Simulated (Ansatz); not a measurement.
Two shapes of singlet CH3(+).

Shape 1:

```xyz
4

C     0.0000    0.0000    0.0000
H     1.1041    0.0000    0.0000
H    -0.5520    0.9562    0.0000
H    -0.5520   -0.9562    0.0000
```

Shape 2:

```xyz
4

C     0.0000    0.0000    0.0000
H     1.0157    0.0000    0.0000
H    -0.5079    0.8797    0.0000
H    -0.5079   -0.8797    0.0000
```

Basis set: cc-pVDZ (spherical functions). Left uncorrelated: 1 orbital. Charge 1, multiplicity 1.

Computed with Ansatz (development build ahead of 0.2.0); each method stands on the lowest determinant of its kind that the runs found.

Problem. Which shape is lower in energy, and by how much in each method?

Solution.

| method | E(2) − E(1) (eV) |
| --- | --- |
| RHF | 0.342 |
| RHF-MP2 | 0.454 |

Shape 1 is lower.
